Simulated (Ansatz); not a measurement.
LaGaO3 (Pnma, No. 62), treated with LDA in Ansatz (plane waves, PAW).

Settings: plane-wave cutoff 520 eV, 6×6×6 k mesh, Fermi–Dirac smearing 0.01 eV, scalar-relativistic PAW data made under PBE.

Cell (relaxed at this level):

Space group Pnma (No. 62); a = 5.4308 Å, b = 7.6804 Å, c = 5.4579 Å, α = 90.00°, β = 90.00°, γ = 90.00°

```json
[
 {"atom": "La", "site": "4c", "symmetry": ".m.", "x": "0.4772", "y": "0.2500", "z": "0.4943"},
 {"atom": "Ga", "site": "4b", "symmetry": "-1", "x": "0.0000", "y": "0.0000", "z": "0.5000"},
 {"atom": "O", "site": "4c", "symmetry": ".m.", "x": "0.0092", "y": "0.2500", "z": "0.5708"},
 {"atom": "O", "site": "8d", "symmetry": "1", "x": "0.2248", "y": "0.0382", "z": "0.2254"}
]
```

Problem. Predict the band gap and smallest direct gap on the k points sampled.

Solution. 
band gap: 3.94 eV
smallest direct gap on the k points sampled: 4.06 eV

Spin–orbit coupling is not included.

Static lattice: no zero-point or thermal effects.

Computing time: around 8 core-minutes (rough).

Ansatz is a quantum-chemistry and plane-wave program.
